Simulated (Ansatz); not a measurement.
Run this with Ansatz 0.2.0 through its Python package and show what comes out.

Script `run_opt.py`:
```python
import itertools

import ansatz
from ase.data import atomic_numbers, covalent_radii
import numpy as np

mol = (
    ansatz.Crystal.molecule()
    .atom("C", (2.4533, -0.2366, 0.4))
    .atom("C", (1.2624, 0.182, 0.4307))
    .atom("O", (-0.0259, 0.6144, 0.478))
    .atom("C", (-0.7238, -0.0435, -0.4767))
    .atom("S", (-2.5068, 0.5279, -0.4113))
    .atom("H", (3.4177, -0.5028, 0.3548))
    .atom("H", (-0.3913, 0.1327, -1.4806))
    .atom("H", (-0.7637, -1.1159, -0.2851))
    .atom("H", (-2.6333, 0.3954, 0.9731))
)

calc = (
    mol.calculation()
    .basis(gaussian="cc-pVDZ")
    .functional("PBE0", dispersion="d4")
)
symbols = [site.symbol for site in mol.cartesian_sites]
start = np.array([site.position_ang for site in mol.cartesian_sites], dtype=float)
def progress(event):
    if event["event"] == "relax_step":
        row = event["data"]
        print(f"step {row['step']:3d}  E = {row['lagrangian_ev']:.6f} eV  largest force component {row['allowed_force_max_ev_ang']:.4f} eV/A")


report = calc.relax(force_tolerance=0.01, max_steps=100).session().plan().execute(on_event=progress).report
end = np.array(report["positions_ang"])

for key in ("converged", "free_energy_ev", "reference_energy_ev", "n_frozen", "n_occupied", "n_virtual"):
    print(f"{key:22s} {report[key]}")

radius = [covalent_radii[atomic_numbers[s]] for s in symbols]
span = lambda where, i, j: np.linalg.norm(where[i] - where[j])
bonded = [(i, j) for i, j in itertools.combinations(range(len(symbols)), 2) if min(span(start, i, j), span(end, i, j)) < 1.2 * (radius[i] + radius[j])]
print("pair        before    after (A)")
for i, j in bonded:
    print(f"{symbols[i]}{i}-{symbols[j]}{j}".ljust(10), f"{span(start, i, j):8.4f} {span(end, i, j):8.4f}")
with open("c3h4os_opt.xyz", "w") as handle:
    handle.write(f"{len(symbols)}\nrelaxed C3H4OS\n")
    handle.writelines(f"{s:2s} {x:11.6f} {y:11.6f} {z:11.6f}\n" for s, (x, y, z) in zip(symbols, end))
```

```console
$ python run_opt.py
step   1  E = -16045.612267 eV  largest force component 8.3297 eV/A
step   2  E = -16046.104325 eV  largest force component 1.8911 eV/A
step   3  E = -16046.191385 eV  largest force component 0.8552 eV/A
step   4  E = -16046.199605 eV  largest force component 0.7641 eV/A
step   5  E = -16046.214851 eV  largest force component 0.1326 eV/A
step   6  E = -16046.216242 eV  largest force component 0.0623 eV/A
step   7  E = -16046.216465 eV  largest force component 0.0484 eV/A
step   8  E = -16046.216872 eV  largest force component 0.0259 eV/A
step   9  E = -16046.216822 eV  largest force component 0.0383 eV/A
step  10  E = -16046.216986 eV  largest force component 0.0101 eV/A
step  11  E = -16046.217007 eV  largest force component 0.0067 eV/A
converged              True
free_energy_ev         -16046.217031252894
reference_energy_ev    -16046.072403732402
n_frozen               0
n_occupied             [23, 23]
n_virtual              [71, 71]
pair        before    after (A)
C0-C1        1.2627   1.2107
C0-H5        1.0015   1.0702
C1-O2        1.3598   1.3015
O2-C3        1.3533   1.4435
C3-S4        1.8735   1.7912
C3-H6        1.0721   1.1008
C3-H7        1.0901   1.0996
S4-H8        1.3965   1.3550
```

File `c3h4os_opt.xyz` afterwards:
```text
9
relaxed C3H4OS
C     2.441138   -0.212728    0.398618
C     1.313160    0.227038    0.391574
O     0.104590    0.710011    0.397076
C    -0.795718   -0.020627   -0.462732
S    -2.449142    0.658277   -0.345493
H     3.444153   -0.585607    0.415048
H    -0.477094    0.096756   -1.509850
H    -0.768678   -1.084958   -0.187796
H    -2.723808    0.165438    0.886456
```

Reading the output:
- Total energies depend on the basis set; only differences at equal settings carry meaning.
- The end point is the stationary point reached from this start; no frequency run checks that it is a minimum, and the basis set is modest.
- Total less reference energy is the dispersion correction.
- Run time: 52 s on 1 thread of Arm Neoverse V1 (shared host), peak memory 0.26 GiB.
